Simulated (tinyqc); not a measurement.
Inside a calculation. Method: CCSD on RHF in the sto-6g basis, for BH3, spin multiplicity 1. One step of it, computed by the program tinyqc.

Question. Iteration 7 (converged): orbitals. Diagonalise F' = X^T F X, C = X C', fill 4 alpha and 4 beta electrons from the bottom; D = 2 C_occ C_occ^T. Each column has its largest component positive (the first on a tie).

converged F (hartree):
```
,1B 1s,1B 2s,1B 2px,1B 2py,1B 2pz,2H 1s,3H 1s,4H 1s
1B 1s,-7.533555,-2.112581,0.000002,0.000000,-0.000295,-0.395733,-0.396009,-0.396009
1B 2s,-2.112581,-1.006787,0.000035,0.000000,0.002954,-0.468307,-0.468502,-0.468502
1B 2px,0.000002,0.000035,-0.131931,0.000000,-0.000001,-0.365596,0.182762,0.182762
1B 2py,0.000000,0.000000,0.000000,-0.132117,0.000000,0.000000,-0.316723,0.316723
1B 2pz,-0.000295,0.002954,-0.000001,0.000000,0.238975,0.003303,0.003305,0.003305
2H 1s,-0.395733,-0.468307,-0.365596,0.000000,0.003303,-0.320422,-0.095487,-0.095487
3H 1s,-0.396009,-0.468502,0.182762,-0.316723,0.003305,-0.095487,-0.320606,-0.095459
4H 1s,-0.396009,-0.468502,0.182762,0.316723,0.003305,-0.095487,-0.095459,-0.320606
```

X:
```
,1,2,3,4,5,6,7,8
1B 1s,-0.377015,0.000000,-0.000204,0.949517,0.081130,-0.000024,0.000000,0.206497
1B 2s,1.280192,0.000000,0.000481,-0.023794,0.009999,-0.000015,0.000000,0.489258
1B 2px,-0.000456,0.000000,1.038645,0.000060,0.000004,0.596736,0.000000,-0.000003
1B 2py,0.000000,1.038990,0.000000,0.000000,0.000000,0.000000,0.596653,0.000000
1B 2pz,-0.015466,0.000000,-0.000004,-0.088337,0.996024,0.000001,0.000000,-0.005810
2H 1s,-0.618078,0.000000,-0.906329,-0.208533,-0.017881,0.456105,0.000000,0.295533
3H 1s,-0.618922,-0.784845,0.452724,-0.208578,-0.017885,-0.227970,0.394929,0.295610
4H 1s,-0.618922,0.784845,0.452724,-0.208578,-0.017885,-0.227970,-0.394929,0.295610
```

Give: F' = X^T F X; orbital energies; coefficients C; D after iteration 7.

Answer.

F' = X^T F X (hartree):
```
,1,2,3,4,5,6,7,8
1,0.4032,0.0000,-0.0001,0.9020,0.0757,-0.0001,0.0000,0.2454
2,0.0000,0.6131,0.0000,0.0000,0.0000,0.0000,0.0944,0.0000
3,-0.0001,0.0000,0.6127,0.0006,0.0001,0.0944,0.0000,0.0002
4,0.9020,0.0000,0.0006,-6.3052,-0.5826,0.0002,0.0000,-2.4710
5,0.0757,0.0000,0.0001,-0.5826,0.1871,0.0000,0.0000,-0.2243
6,-0.0001,0.0000,0.0944,0.0002,0.0000,-0.4156,0.0000,0.0001
7,0.0000,0.0944,0.0000,0.0000,0.0000,0.0000,-0.4158,0.0000
8,0.2454,0.0000,0.0002,-2.4710,-0.2243,0.0001,0.0000,-1.6747
```

orbital energies (hartree): MO1 -7.5358, MO2 -0.6200, MO3 -0.4244, MO4 -0.4242, MO5 0.2389, MO6 0.5273, MO7 0.6213, MO8 0.6217

coefficients C:
```
,MO1,MO2,MO3,MO4,MO5,MO6,MO7,MO8
1B 1s,0.9946,-0.2149,0.0000,0.0000,-0.0060,-0.2399,0.0000,0.0000
1B 2s,0.0219,0.6053,0.0000,0.0001,0.0272,1.2294,-0.0004,0.0000
1B 2px,0.0000,-0.0001,0.0000,0.5001,0.0000,0.0002,1.0885,0.0000
1B 2py,0.0000,0.0000,0.5001,0.0000,0.0000,0.0000,0.0000,1.0888
1B 2pz,0.0000,-0.0021,0.0000,0.0000,0.9996,-0.0297,0.0000,0.0000
2H 1s,-0.0036,0.2794,0.0000,0.5364,-0.0106,-0.6601,-0.8608,0.0000
3H 1s,-0.0036,0.2796,0.4644,-0.2681,-0.0106,-0.6600,0.4306,-0.7458
4H 1s,-0.0036,0.2796,-0.4644,-0.2681,-0.0106,-0.6600,0.4306,0.7458
```

D after iteration 7:
```
,1B 1s,1B 2s,1B 2px,1B 2py,1B 2pz,2H 1s,3H 1s,4H 1s
1B 1s,2.0707,-0.2166,0.0000,0.0000,0.0008,-0.1272,-0.1272,-0.1272
1B 2s,-0.2166,0.7337,0.0000,0.0000,-0.0025,0.3382,0.3383,0.3383
1B 2px,0.0000,0.0000,0.5002,0.0000,0.0000,0.5365,-0.2682,-0.2682
1B 2py,0.0000,0.0000,0.0000,0.5001,0.0000,0.0000,0.4645,-0.4645
1B 2pz,0.0008,-0.0025,0.0000,0.0000,0.0000,-0.0011,-0.0012,-0.0012
2H 1s,-0.1272,0.3382,0.5365,0.0000,-0.0011,0.7316,-0.1313,-0.1313
3H 1s,-0.1272,0.3383,-0.2682,0.4645,-0.0012,-0.1313,0.7315,-0.1312
4H 1s,-0.1272,0.3383,-0.2682,-0.4645,-0.0012,-0.1313,-0.1312,0.7315
```
